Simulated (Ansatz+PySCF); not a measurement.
Results of a calculation; reference values are marked as such.
## PySCF 2.14.0 run

```python
from pyscf import gto, scf, cc

mol = gto.M(atom="""
P 0.000000 0.000000 0.000000
O 0.000000 0.000000 1.820000
""", basis='6-31g', charge=0, spin=1)
mf = scf.UHF(mol)
mf.kernel()
mycc = cc.CCSD(mf, frozen=6).run()
et = mycc.ccsd_t()
print(mf.e_tot, mycc.e_corr, et, mycc.e_tot + et)
```

The script is written out from the run's settings.

Results

- Converged: yes
- Reference energy: -415.40646 hartree
- CCSD correlation energy: -0.22730 hartree
- Triples correction: -0.01517 hartree
- Total energy: -415.64894 hartree
- Spin squared of the determinant: 0.760

The reference isn't the lowest determinant (another lies 1.93 eV lower), but the same method gives a higher total on the lower determinant. Caution: large share of triples, a single reference is doubtful.
